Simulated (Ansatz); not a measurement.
**B₂H₃S radical (SMILES B[B]S): one structure at several levels**

Aim: energy, forces and dipole at a structure displaced at random from a GFN2-xTB minimum, from CCSD(T) and from density functionals.

Method: single points in def2-TZVPP; program: Ansatz 0.2.0, Gaussian basis.

Correlated methods freeze the cores. Orbitals are unrestricted.

### Step 1. The starting structure

SMILES `B[B]S`, 6 atoms, charge 0, spin multiplicity 2.

Atoms are counted from 1 here; the program's logs count them from 0.

Bond lengths: B1–B2 1.567 Å, B1–H4 0.888 Å, B1–H5 1.135 Å, B2–S3 1.473 Å, S3–H6 1.130 Å. Angles: B2–B1–H4 129.9°, B2–B1–H5 116.6°, H4–B1–H5 113.5°, B1–B2–S3 172.7°, B2–S3–H6 109.2°.

As a file:

```xyz
6
B2H3S
B    -0.9867    0.2232   -0.6929
B     0.2211   -0.1536    0.2318
S     1.2927   -0.6838    1.0917
H    -1.2076   -0.0868   -1.4950
H    -1.7119    0.9990   -0.2917
H     2.1961   -0.0096    1.0168
```

### Step 2. CCSD(T)/def2-TZVPP

Input file run/in.yaml:

```yaml
crystal:
  periodic: [false, false, false]
  atoms:
    - {symbol: B, position_ang: [-0.986700, 0.223200, -0.692900]}
    - {symbol: B, position_ang: [0.221100, -0.153600, 0.231800]}
    - {symbol: S, position_ang: [1.292700, -0.683800, 1.091700]}
    - {symbol: H, position_ang: [-1.207600, -0.086800, -1.495000]}
    - {symbol: H, position_ang: [-1.711900, 0.999000, -0.291700]}
    - {symbol: H, position_ang: [2.196100, -0.009600, 1.016800]}
basis:
  gaussian: {orbitals: def2-TZVPP}
magnetization: {spin_polarized: true, initial_magnetization: 1}
correlation: {method: ccsd_t}
scf: {omitted_lower_state_checks: [cluster_reference]}
output: {forces: true}
```

The command line of these runs was not kept.

### Step 3. PBE0-D4/def2-TZVPP

Edit run/in.yaml of step 2 so:

```diff
@@ -12,4 +12,3 @@
 magnetization: {spin_polarized: true, initial_magnetization: 1}
-correlation: {method: ccsd_t}
-scf: {omitted_lower_state_checks: [cluster_reference]}
-output: {forces: true}
+hamiltonian: {xc: pbe0, dispersion: d4}
+output: {forces: true, orbitals: {seedname: orbitals}}
```

### Step 4. wB97M-V/def2-TZVPP

Edit run/in.yaml of step 3 so:

```diff
@@ -12,3 +12,3 @@
 magnetization: {spin_polarized: true, initial_magnetization: 1}
-hamiltonian: {xc: pbe0, dispersion: d4}
-output: {forces: true, orbitals: {seedname: orbitals}}
+hamiltonian: {xc: {name: wB97M-V}}
+output: {forces: true}
```

### Step 5. r2SCAN-D4/def2-TZVPP

Edit run/in.yaml of step 4 so:

```diff
@@ -12,3 +12,3 @@
 magnetization: {spin_polarized: true, initial_magnetization: 1}
-hamiltonian: {xc: {name: wB97M-V}}
+hamiltonian: {xc: r2scan, dispersion: d4}
 output: {forces: true}
```

### Step 6. PBE-D4/def2-TZVPP

Edit run/in.yaml of step 5 so:

```diff
@@ -12,3 +12,3 @@
 magnetization: {spin_polarized: true, initial_magnetization: 1}
-hamiltonian: {xc: r2scan, dispersion: d4}
+hamiltonian: {xc: pbe, dispersion: d4}
 output: {forces: true}
```

### Step 7. revPBE-D4/def2-TZVPP

Edit run/in.yaml of step 6 so:

```diff
@@ -12,3 +12,3 @@
 magnetization: {spin_polarized: true, initial_magnetization: 1}
-hamiltonian: {xc: pbe, dispersion: d4}
+hamiltonian: {xc: {name: revPBE}, dispersion: d4}
 output: {forces: true}
```

### Step 8. LC-wPBE/def2-TZVPP

Edit run/in.yaml of step 7 so:

```diff
@@ -12,3 +12,3 @@
 magnetization: {spin_polarized: true, initial_magnetization: 1}
-hamiltonian: {xc: {name: revPBE}, dispersion: d4}
+hamiltonian: {xc: {name: LC-wPBE}}
 output: {forces: true}
```

(Steps that only read results are left out.)

What does the calculation give? Wanted: energy less free atoms, CCSD(T)/def2-TZVPP; RMS force component; RMS force error; HOMO and LUMO, PBE0-D4; T1 diagnostic.

The runs gave:

| quantity | value |
| --- | --- |
| energy less free atoms, CCSD(T)/def2-TZVPP | -336.4 kcal/mol |
| RMS force component | 7.354 to 7.479 eV/Å over the methods |
| RMS force error | PBE0-D4 0.197, wB97M-V 0.169, r2SCAN-D4 0.186, PBE-D4 0.248, revPBE-D4 0.205, LC-wPBE 0.206 eV/Å |
| HOMO and LUMO, PBE0-D4 | -5.97 and -2.75 eV |
| T1 diagnostic | 0.017 |

Against CCSD(T) the functionals' energies less atoms differ by -30.8 to -17.7 kcal/mol, PBE-D4 by -30.0 kcal/mol. The reference is not at the basis limit: in triple zeta CCSD(T) underbinds, which counts against methods that bind more; the gaps are no ranking. On forces the order runs from wB97M-V to PBE-D4. Frozen-core CCSD(T) forces in triple zeta carry basis errors of their own, and this is one geometry, so small gaps rank nothing.
